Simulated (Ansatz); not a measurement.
Reactions of `C1=NCC1`.

Calculated with Ansatz (gas phase, PBE0-D4/def2-TZVP geometries, no zero-point term in ΔE). CBS: MP2 limit from def2 TZ/QZ plus the TZ coupled-cluster correction, frozen cores. This one scheme is used for every species, atoms too. Functionals use def2-TZVPP. Open shells (•) are unrestricted, without spin–orbit coupling. Spin–orbit coupling would lower the free atoms: a little for C.

```json
{"reaction": "`C1=NCC1` → `C=C=NC`", "ωB97X-V (eV)": "0.03", "B2PLYP (eV)": "-0.22", "CCSD/CBS(def2) (eV)": "0.00", "CCSD(T)/CBS(def2) (eV)": "0.00"}
{"reaction": "`C1=NCC1` → 3 C• + 5 H• + N•", "ωB97X-V (eV)": "38.18", "B2PLYP (eV)": "37.72", "CCSD/CBS(def2) (eV)": "37.27", "CCSD(T)/CBS(def2) (eV)": "37.95"}
{"reaction": "`C1=NCC1` → `CN1C=C1`", "ωB97X-V (eV)": "2.32", "B2PLYP (eV)": "2.26", "CCSD/CBS(def2) (eV)": "2.29", "CCSD(T)/CBS(def2) (eV)": "2.25"}
{"reaction": "`C1=NCC1` → `CC1=CN1`", "ωB97X-V (eV)": "1.80", "B2PLYP (eV)": "1.72", "CCSD/CBS(def2) (eV)": "1.77", "CCSD(T)/CBS(def2) (eV)": "1.74"}
{"reaction": "`C1=NCC1` → `C#CNC`", "ωB97X-V (eV)": "0.78", "B2PLYP (eV)": "0.54", "CCSD/CBS(def2) (eV)": "0.64", "CCSD(T)/CBS(def2) (eV)": "0.66"}
```

Largest T1 diagnostic: 0.014, for `C=C=NC`.
